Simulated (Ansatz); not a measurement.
System: Cs2AgSbCl6 (Fm-3m, No. 225). Method: r²SCAN+SOC in Ansatz (PAW).

Run with plane-wave cutoff 560 eV, 6×6×6 k mesh, Fermi–Dirac smearing 0.01 eV, PAW data made under PBE.

Cell (measured lattice):

```
CELL_PARAMETERS angstrom
      0.00000     5.33200     5.33200
      5.33200     0.00000     5.33200
      5.33200     5.33200     0.00000
ATOMIC_POSITIONS crystal
  Cs 0.25000 0.25000 0.25000
  Cs 0.75000 0.75000 0.75000
  Sb 0.00000 0.00000 0.00000
  Ag 0.50000 0.50000 0.50000
  Cl 0.75373 0.24627 0.24627
  Cl 0.24627 0.75373 0.24627
  Cl 0.24627 0.75373 0.75373
  Cl 0.75373 0.24627 0.75373
  Cl 0.24627 0.24627 0.75373
  Cl 0.75373 0.75373 0.24627
```

Question: Give the computed band gap and Γ–Γ gap.

Answer: 
band gap: 1.60 eV (on the SCF k mesh)
Γ–Γ gap: 3.53 eV

Note: cell and atoms aren't relaxed at this level (largest force component 0.22 eV/Å, pressure 0.6 GPa).

Static lattice: no zero-point or thermal effects.

Ansatz is a program for electronic structure.
